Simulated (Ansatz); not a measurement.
# C₄H₅NS: small, medium and large basis sets

How large a basis does C₄H₅NS need? Two functionals are run in growing sets.

Computed with Ansatz 0.2.0, Gaussian basis. Level: one geometry, several basis sets.

Plan: PBE0-D4/def2-SVP; ωB97M-V/def2-SVP; PBE0-D4/def2-QZVPP; ωB97M-V/def2-QZVPP; the functionals' def2-TZVPP values are taken from earlier runs.

## Step 1: Structure used throughout

An earlier PBE0-D4 in a triple-zeta def2 set relaxation fixed the geometry.

11 atoms, charge 0, spin multiplicity 1.

Atoms are counted from 1 here; the program's logs count them from 0.

Bond lengths: C1–C2 1.487 Å, C1–H7 1.091 Å, C1–H8 1.093 Å, C1–H9 1.093 Å, C2–C3 1.363 Å, C2–S6 1.717 Å, C3–N4 1.364 Å, C3–H10 1.083 Å, N4–C5 1.294 Å, C5–S6 1.718 Å, C5–H11 1.082 Å. Angles: C2–C1–H7 109.5°, C2–C1–H8 111.8°, C2–C1–H9 111.8°, H7–C1–H8 108.0°, H7–C1–H9 108.0°, H8–C1–H9 107.6°, C1–C2–C3 128.6°, C1–C2–S6 123.2°, C3–C2–S6 108.2°, C2–C3–N4 116.8°, C2–C3–H10 123.8°, N4–C3–H10 119.4°, C3–N4–C5 110.3°, N4–C5–S6 114.8°, N4–C5–H11 124.2°, S6–C5–H11 121.0°, C2–S6–C5 89.9°.

## Step 2: PBE0-D4 in def2-SVP

File in.yaml:

```yaml
crystal:
  periodic: [false, false, false]
  atoms:
    - {symbol: C, position_ang: [-0.162393, -0.401491, 1.717924]}
    - {symbol: C, position_ang: [-0.105084, -0.039389, 0.276641]}
    - {symbol: C, position_ang: [0.944566, -0.149318, -0.585912]}
    - {symbol: N, position_ang: [0.729981, 0.258999, -1.869409]}
    - {symbol: C, position_ang: [-0.483366, 0.685809, -2.008248]}
    - {symbol: S, position_ang: [-1.439606, 0.617189, -0.582079]}
    - {symbol: H, position_ang: [0.804309, -0.797521, 2.033025]}
    - {symbol: H, position_ang: [-0.919535, -1.164530, 1.915256]}
    - {symbol: H, position_ang: [-0.392754, 0.463373, 2.345157]}
    - {symbol: H, position_ang: [1.916888, -0.535871, -0.306357]}
    - {symbol: H, position_ang: [-0.893007, 1.062741, -2.936011]}
basis:
  gaussian: {orbitals: def2-SVP}
hamiltonian: {xc: pbe0, dispersion: d4}
output: {orbitals: {seedname: orbitals}}
```

Started as:

```sh
$ ansatz run in.yaml --threads 4 --pin off --events-out ev --progress --plain --max-ram 10444MiB
```

The runs that follow: ωB97M-V in def2-SVP; PBE0-D4 in def2-QZVPP; ωB97M-V in def2-QZVPP.

Q: Predict the results of all the runs planned. Wanted: PBE0-D4: double and triple zeta above quadruple; ωB97M-V: double and triple zeta above quadruple.

The runs gave:

```
                                       quantity           value
PBE0-D4: double and triple zeta above quadruple  10.70, 0.63 eV
ωB97M-V: double and triple zeta above quadruple  10.89, 0.60 eV
```

**Reading.** For PBE0-D4 the step from double to triple zeta gains 10.07 eV and the next only 0.63 eV. These are total energies; as a rule much of such shifts cancels in differences, which this series doesn't test.
